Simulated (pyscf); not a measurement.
Structures and frequencies: ωB97X-D3(BJ)/def2-SVP in PySCF.

Problem. Estimate the classical barrier height and the reaction energy of `[SiH3][NH][SiH3]` + `[CH3][Ga]([CH3])[CH3]` → `[CH3][Ga]([CH3])[N]([SiH3])[SiH3]` + `[CH4]` at ωB97M-D3(BJ)/def2-TZVP. The step runs on the singlet surface, breaks H–N, C–Ga and forms Ga–N, C–H; take the separated reactants as zero.

Solution. ΔE‡ = 63.7 kJ/mol, ΔE = -84.4 kJ/mol. Zero-point energy shifts the barrier by -2.6 kJ/mol. It is a four-centre exchange, with an imaginary mode of 1548i cm⁻¹. On the reactant side the descent ends in an adduct with a Ga–N contact, 67.1 kJ/mol under the separated species and 111.9 kJ/mol under the saddle at ωB97X-D3(BJ)/def2-TZVP. What is counted as formed (Ga–N) is already present as a longer contact in the reactant adduct; forming that adduct is a step of its own. At ωB97X-D3(BJ) the barrier from the zero used here is 44.8 kJ/mol. One saddle was located; it need not be the lowest between these sides. Elements up to Kr have no core potential and no relativistic terms here.
